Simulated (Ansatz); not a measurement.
B₃H₉⁻ (relaxed from a model of (H2B-mu-H)3, whose bonding it doesn't keep). Charge -1, multiplicity 2. Geometry PBE-D4/def2-TZVP, that of the neutral singlet; atoms count from 1.

```xyz
12

B    -1.100    0.057   -0.127
H    -1.735   -0.314    0.809
H    -1.738    0.442   -1.083
H    -0.554   -0.828   -0.933
B     0.521   -0.961   -0.187
H     1.094   -1.334   -1.188
H     0.511   -1.725    0.726
H     1.356    0.055   -0.167
B     0.536    0.824    0.516
H     0.540    0.763    1.705
H     1.114    1.772    0.029
H    -0.546    1.249   -0.100
```

The highest occupied level of the charge -1 doublet lies above zero (up to 1.66 eV). By energy differences it is unbound by 0.83 eV (vertical, against the charge 0 singlet, at PBE0-D4/def2-TZVPD) and held by the finite basis.

(1) Estimate the Mulliken populations from the PBE0/def2-TZVPD orbitals of Ansatz.

(2) Where does the spin sit?

(3) And the Mayer bond orders between heavy atoms (over 0.3)?

Answers

(1) 
| atom | charge (e) | spin (α − β) |
| --- | --- | --- |
| B1 | -0.51 | 0.04 |
| H2 | -0.04 | 0.12 |
| H3 | -0.01 | 0.11 |
| H4 | 0.23 | 0.07 |
| B5 | -0.52 | 0.04 |
| H6 | -0.01 | 0.11 |
| H7 | -0.04 | 0.12 |
| H8 | 0.23 | 0.07 |
| B9 | -0.50 | 0.02 |
| H10 | -0.04 | 0.12 |
| H11 | -0.01 | 0.11 |
| H12 | 0.23 | 0.07 |
Mulliken values depend strongly on the basis. With diffuse functions, as here, like atoms can get unlike values, and bond orders can come out too low or too high.

(2) Summed by element: B 0.10, H 0.90, of 1 unpaired in all. Largest on single atoms: H10 0.12, H7 0.12, H2 0.12.

(3) B1–B5 0.51 (1.91 Å); B1–B9 0.50 (1.92 Å); B5–B9 0.50 (1.92 Å).
